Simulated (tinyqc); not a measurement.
Worked calculation: harmonic frequencies on the RHF/sto-6g surface (energies and gradients from PySCF), for H2F+, spin multiplicity 1. One step of it, computed by the program tinyqc.

Task: One row of the Hessian: 1Fy. Displace 1Fy by +/-0.002 bohr; H(k, :) = (g(+) - g(-)) / (2 delta).

optimised positions (bohr), order 1F, 2H, 3H:
```
[[0.071153, 0.007579, 0.023577],
 [-0.032353, 1.537722, 1.038250],
 [-0.016123, -1.511285, 1.056556]]
```

gradient at +delta (hartree/bohr), order 1F, 2H, 3H:
```
[[-0.00000989, 0.00170124, -0.00000130],
 [0.00005819, -0.00085759, -0.00057057],
 [-0.00004831, -0.00084365, 0.00057187]]
```

gradient at -delta (hartree/bohr), order 1F, 2H, 3H:
```
[[0.00000921, -0.00170155, 0.00000858],
 [-0.00005784, 0.00085501, 0.00056707],
 [0.00004863, 0.00084654, -0.00057565]]
```

Give: row of the Hessian.

Result:

row of the Hessian (hartree/bohr^2): [-0.004774, 0.850698, -0.002468, 0.029008, -0.428150, -0.284410, -0.024234, -0.422548, 0.286878]
